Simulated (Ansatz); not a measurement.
Reaction (substitution at a C–O bond): `COC(C)Cl` + H–F → `CC(F)Cl` + CH₃OH

Computed with Ansatz on PBE0-D4/def2-TZVP structures; ΔE is electronic, products minus reactants. CCSD(T)/CBS is the MP2 limit (def2-TZVPP, def2-QZVPP) plus CCSD(T) − MP2 in def2-TZVPP, frozen cores. This one scheme is used for every species. DFT in def2-TZVPP. Each species was taken in one conformer, which may not be the lowest.

| species | LDA (SPW92) energy (Eh) |
| --- | --- |
| `COC(C)Cl` | -650.89886 |
| H–F | -99.83933 |
| `CC(F)Cl` | -635.89131 |
| CH₃OH | -114.83507 |

Work out ΔE.

ΔE = (-635.89131) + (-114.83507) − (-650.89886) − (-99.83933) = 0.01181 Eh = +31.0 kJ/mol. CCSD(T)/CBS gives +31.1 kJ/mol.

Largest T1 diagnostic among the species: 0.011.

Leaving LDA and LC-ωPBE aside and taking each functional with its dispersion term where it has one, the values, not all of them listed here, spread over 8.3 kJ/mol, from ωB97X-V to revPBE-D4. LDA lies +12.6 kJ/mol from PBE without D4. At CCSD(T), def2-SVP lies −4.9 kJ/mol from the extrapolated value and def2-TZVPP −1.8 kJ/mol.
